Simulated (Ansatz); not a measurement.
Relaxation of CH$_{7}$AlO (10 atoms, charge 0, multiplicity 1), to a largest force component of 0.03 eV/Å in at most 50 steps.

Method: RKS PBE/def2-SVP in Ansatz 0.2.0.

```xyz
10
Properties=species:S:1:pos:R:3:forces:R:3
Al -0.026 -0.413 -0.515 0.01 -0.57 0.23
C -0.047 -0.235 2.648 -0.03 -0.04 -0.05
H -1.005 -0.189 3.199 0.02 0.01 -0.01
H 0.780 -0.469 3.342 0.03 0.01 0.03
H 0.152 0.750 2.181 0.00 0.05 0.00
H 1.421 0.211 -0.713 0.02 0.02 0.00
H -1.409 0.345 -0.766 -0.02 0.01 -0.01
O -0.021 -2.113 -0.059 0.03 0.48 -0.39
H -0.861 -2.595 0.017 -0.04 -0.04 0.02
H -0.094 -1.040 1.881 -0.01 0.07 0.19
```

Problem. Where does it end, and by what steps?

Solution. The forces met the threshold. After 6 steps the energy has fallen by 0.059 eV; H7 moved furthest, 0.35 Å.

```csv
step,energy less start (eV),largest force component (eV/Å),accepted
0,0.0000,0.574,yes
1,-0.0184,0.696,yes
2,-0.0324,0.797,yes
3,-0.0504,0.354,yes
4,-0.0563,0.102,yes
5,-0.0585,0.040,yes
6,-0.0589,0.015,yes
```

```xyz
10
Properties=species:S:1:pos:R:3
Al -0.035 -0.461 -0.341
C -0.036 -0.186 2.599
H -1.005 -0.034 3.108
H 0.780 -0.273 3.340
H 0.173 0.693 1.955
H 1.411 0.190 -0.476
H -1.414 0.350 -0.417
O -0.041 -2.193 -0.303
H -0.867 -2.702 -0.267
H -0.076 -1.131 2.016
```

Whether the end is a true minimum wasn't checked by a vibrational analysis.

The run took 7.6 s on 2 threads of Arm Neoverse V2, on a shared host, peak memory 0.12 GiB.
